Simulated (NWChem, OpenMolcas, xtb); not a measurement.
**SiNH4 (SMILES [NH][SiH3]): methods side by side**

SiNH4: 6 atoms, total charge 0, spin state doublet. As SMILES, `[NH][SiH3]`. The shape is that of a PBE0-D4/def2-TZVP optimisation.

```tsv
atom	x (Å)	y (Å)	z (Å)
N	0.5921	-0.8352	0.9095
Si	-0.2037	0.3476	-0.1100
H	0.9228	-1.6407	0.3727
H	-1.3106	-0.2823	-0.8855
H	0.7895	0.9118	-1.0689
H	-0.7481	1.4348	0.7362
```

Quantity: the energy change with the N1–H3 bond stretched from 1.023 to 2.250 Å, in eV. The values are calculated.

| level | kind | program | value (eV) | less CCSD(T)/def2-TZVP |
| --- | --- | --- | --- | --- |
| GFN2-xTB | semi-empirical | xtb | 4.19 | +0.18 |
| UHF/def2-TZVP | Hartree–Fock | NWChem | 3.03 | -0.98 |
| USVWN5/def2-TZVP | LDA | OpenMolcas | 4.30 | +0.29 |
| UPBE/def2-TZVP | GGA | OpenMolcas | 4.04 | +0.03 |
| UM06-L/def2-TZVP | meta-GGA | OpenMolcas | 4.10 | +0.09 |
| UB3LYP/def2-TZVP | global hybrid | OpenMolcas | 4.08 | +0.07 |
| UPBE0/def2-TZVP | global hybrid | OpenMolcas | 4.09 | +0.08 |
| UMP2/def2-TZVP | perturbation theory | NWChem | 4.19 | +0.18 |
| ROCCSD(T)/def2-TZVP | coupled cluster or CI | OpenMolcas | 4.01 | 0.00 |

ROCCSD(T)/def2-TZVP is the highest level here, not the true value. At this stretch a single reference begins to fail. The first shape isn't each level's own minimum. The values span 3.03 to 4.30 eV. Spin contamination of the reference (⟨S²⟩ at least 0.1 too high) touches UHF/def2-TZVP, USVWN5/def2-TZVP, UPBE/def2-TZVP, UM06-L/def2-TZVP, UB3LYP/def2-TZVP, UPBE0/def2-TZVP, UMP2/def2-TZVP.
